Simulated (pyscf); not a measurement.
B–Cl [singlet] + water (H₂O) → HO–BH–Cl (insertion; singlet surface; H–O broken, B–O, B–H formed). Single points on ωB97X-D3(BJ)/def2-SVP structures (PySCF, gas phase). Correlated levels are frozen-core, on RHF or UHF. ΔMP2 is the change of the MP2 total energy from the triple- to the quadruple-zeta basis. Rate constants from transition-state theory at the high-pressure limit, CCSD(T)/def2-TZVPP + ΔMP2(QZVPP) energies (ideal gas, 1 atm, RRHO with modes under 100 cm⁻¹ raised to 100, one conformer, R ln 2 for rigid chiral ones; no tunnelling), k in cm³ molecule⁻¹ s⁻¹.

```tsv
T (K)	1000/T	log10 k
298	3.354	-23.24
600	1.667	?
900	1.111	-15.57
1200	0.833	-14.46
```

Question: Fit an Arrhenius line to the three values, give the activation energy, and predict k at 600 K.

Answer: Least squares gives log10 k = -11.65 − 3.46 × 1000/T, so Ea = 3.46 × ln 10 × 1.987 = 15.8 kcal/mol, against an electronic barrier of 15.7. At 600 K the line gives -17.42; the computed value is -17.57 (ΔG‡ = 31.8 kcal/mol), a factor 1.4 under the line, since the plot is curved. The reactants may also form a dative adduct at B–Cl [singlet]; it and routes through it were not searched. One saddle was located; it need not be the lowest between these sides. The CCSD(T) − MP2 part came from Ansatz, without density fitting, on the same reference.
